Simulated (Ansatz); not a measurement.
**Al2 (triplet): the correlation ladder, cc-pVDZ**

Aim: climb from Hartree-Fock through coupled cluster and multireference methods for Al2 (triplet) at one geometry and basis, and see what each rung misses.

The runs use Ansatz 0.2.0, Gaussian basis; cc-pVDZ, core rule «outside noble gas», up to 10 orbitals frozen.

To be run: UHF; CCSD(T) on ROHF; CCSD(T) on UHF; BCCD(T) on ROHF; CISD; CCSDT(Q) on ROHF; CCSDT(Q) on UHF; CISDTQ; CASSCF and MRCISD+Q, 6 electrons in 8 orbitals; CASSCF and NEVPT2, 6 electrons in 8 orbitals; Full CI.

10 further runs of the same task are left out: 4 that didn't finish, 6 set aside as unsound or not needed.

## 1. The system

The geometry is a PBE0/def2-TZVP stationary point (not a proven minimum) of the parent state, kept for this charge and spin.

2 atoms, charge 0, spin multiplicity 3.

Atoms are counted from 1 here; the program's logs count them from 0.

No contacts short enough for the rule that draws bonds.

Coordinates:

```xyz
2
charge 0, multiplicity 3
Al    0.0000    0.0000    0.0000
Al    0.0000    0.0000    3.0310
```

## 2. UHF

The input, in.yaml:

```yaml
crystal:
  periodic: [false, false, false]
  atoms:
    - {symbol: Al, position_ang: [0.000000, 0.000000, 0.000000]}
    - {symbol: Al, position_ang: [0.000000, 0.000000, 3.031047]}
basis:
  gaussian: {orbitals: cc-pVDZ}
magnetization: {spin_polarized: true, initial_magnetization: 2}
hamiltonian: {xc: hf}
output: {orbitals: {seedname: orbitals}}
```

Run with:

```bash
$ ansatz run in.yaml --threads 1 --pin off --events-out ev --progress --plain --max-ram 2176MiB
```

The runs that follow: CCSD(T) on ROHF; CCSD(T) on UHF; BCCD(T) on ROHF; CISD; CCSDT(Q) on ROHF; CCSDT(Q) on UHF; CISDTQ; CASSCF and MRCISD+Q, 6 electrons in 8 orbitals; CASSCF and NEVPT2, 6 electrons in 8 orbitals; Full CI.

**Question.** What will the summary of the whole plan be? Wanted: FCI below the RHF energy; RMP2 from FCI; UMP2 from FCI; RCCSD from FCI; RCCSD(T) from FCI; UCCSD(T) from FCI; RCCSDT(Q) from FCI; UCCSDT(Q) from FCI; NEVPT2 valence from FCI.

**Answer**, as computed:

```
                         quantity                                                           value
         FCI below the RHF energy                                                      -3.2434 eV
                    RMP2 from FCI                                                     +1005.3 meV
                    UMP2 from FCI                                                     +1030.0 meV
                   RCCSD from FCI                                                      +186.3 meV
                RCCSD(T) from FCI                                                       +57.6 meV
                UCCSD(T) from FCI                                                       +57.1 meV
               RCCSDT(Q) from FCI                                                        +2.2 meV
               UCCSDT(Q) from FCI                                                        +1.7 meV
          NEVPT2 valence from FCI                                                      +461.1 meV
        MRCISD+Q valence from FCI                                                       -24.5 meV
levels within 1 kcal/mol (43 meV)  RCCSDT, UCCSDT, CISDTQ, RCCSDT(Q), UCCSDT(Q), MRCISD+Q valence
                    T1 diagnostic                                                           0.029
   effectively unpaired electrons                                                            2.14
```

RCCSD(T) lands +57.6 meV from the yardstick (1.8 % of the correlation energy). MRCISD+Q valence falls below full CI: the +Q correction isn't variational, and the cores differ from full CI's. One determinant dominates. Of the multireference levels listed MRCISD+Q valence comes nearest in total energy (-24.5 meV), which doesn't show that its space is the better one. These misses are within one basis, not against nature; the frozen cores of restricted and unrestricted runs differ, which can shift their rows.
